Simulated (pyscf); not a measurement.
Structures and frequencies: ωB97X-D3(BJ)/def2-SVP in PySCF.

### Question
For the elementary gas-phase step HO–SnH(OH)–OH -> HO–Sn:–OH [singlet] + water (H₂O) (singlet surface; O–Sn, H–Sn broken, H–O formed), what barrier and reaction energy does PBE/def2-TZVP give, measured from the reactant's lowest minimum found?

### Answer
ΔE‡ = 34.0 kcal/mol, ΔE = -7.0 kcal/mol. CCSD(T)/def2-TZVPP + ΔMP2(QZVPP) gives 45.1 kcal/mol and -2.9 kcal/mol. Zero-point energy shifts the barrier by -1.2 kcal/mol. It is a 1,1-elimination, with an imaginary mode of 1372i cm⁻¹. On the product side the descent ends in an adduct with a O–Sn contact, 13.4 kcal/mol under the separated species and 60.7 kcal/mol under the saddle at ωB97X-D3(BJ)/def2-TZVP. What is counted as broken (O–Sn) persists as a longer contact in the product adduct; parting that adduct is a step of its own. At ωB97X-D3(BJ) the barrier from the zero used here is 48.1 kcal/mol. One saddle was located; it need not be the lowest between these sides. The CCSD(T) − MP2 part came from Ansatz, without density fitting, on the same reference. The frozen core leaves the outer d or s,p core shells of the metals and heavy elements correlated in the MP2 and CC values, and def2-TZVPP describes them poorly, which can shift differences by a few kcal/mol. Elements past Kr carry the def2 core potentials, without spin-orbit coupling.
